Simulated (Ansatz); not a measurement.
Ideal-gas functions of `COC=N` at 500 K and 1 bar, from an Ansatz frequency run at PBE0-D4/def2-TZVP.

Molar mass 59.07 g/mol, point group Cs (symmetry number 1), electronic degeneracy 1, moments of inertia 25.681, 74.318, 96.838 u Å². Harmonic wavenumbers (cm⁻¹, unscaled): 177, 314, 321, 729, 838, 963, 1050, 1095, 1177, 1218, 1323, 1401, 1465, 1473, 1493, 1734, 3061, 3109, 3136, 3174, 3559.

Use S(trans) = R[1.5 ln M + 2.5 ln T − 1.1517]; rotational temperatures θ = 24.2544 K / I; S(rot) = R[ln(√π/σ · √(T³/θAθBθC)) + 1.5]; for each mode x = 1.438777 ν̃/T, S = R[x/(eˣ − 1) − ln(1 − e⁻ˣ)] and H = RT x/(eˣ − 1); 1 cm⁻¹ = 0.0119627 kJ/mol; R = 8.31446 J/(mol·K).

By hand: the entropy, in J/(mol·K).

Translation 170.5. Rotation: θ = 0.9444, 0.3264, 0.2505 K, giving 105.4. Vibration, mode by mode: 14.01, 9.43, 9.26, 3.53, 2.76, 2.08, 1.70, 1.54, 1.27, 1.16, 0.91, 0.75, 0.65, 0.64, 0.61, 0.34, 0.01, 0.01, 0.01, 0.01, 0.00, in all 50.7. Electronic 0.0. Sum 326.6 J/(mol·K).

By hand: H − E and G − E in kJ/mol, counted from the electronic energy.

Zero-point energy ½ × 32810 × 0.0119627 = 196.2; thermal vibration 15.0; translation, rotation and pV give 4 RT = 16.6. H − E = 227.8 kJ/mol, and G − E = 227.8 − 500 × 326.6/1000 = 64.5 kJ/mol.

Vibration gives 16 % of the entropy. The sum counts one conformer and one mirror image; others add a mixing term.
